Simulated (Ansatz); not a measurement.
Antifluorite Mg₂Sn was calculated with PBE (PAW; Ansatz, a first-principles code).

Settings: plane-wave cutoff 520 eV, 10×10×10 k mesh, Fermi–Dirac smearing 0.01 eV, scalar-relativistic PAW data made under PBE.

Computed at the level's own relaxed cell.

Question: Give the computed equilibrium volume per atom, bulk modulus, equilibrium lattice constant a and pressure derivative B′ of the bulk modulus.

Answer: 
equilibrium volume per atom: 26.38 Å³/atom
bulk modulus: 40.4 GPa
equilibrium lattice constant a: 6.816 Å
pressure derivative B′ of the bulk modulus: 4.4

The run finds no gap.

Measured, for comparison: equilibrium volume per atom 25.82 Å³/atom, lattice constant a 6.766 Å (temperature not stated, no zero-point or thermal correction; as tabulated in Freccero, Grin, Wagner, Dalton Trans. (2023), ESI). Computed (rounded) less measured: equilibrium volume per atom +2.2 %, lattice constant a +0.7 %.

Note: the gap of the solid is closed in this run; this level leaves the solid without a gap, although one is measured.

Spin–orbit coupling is not included; it can open a gap where bands touch, and shift volumes and moduli.

Computed values are for the static lattice.
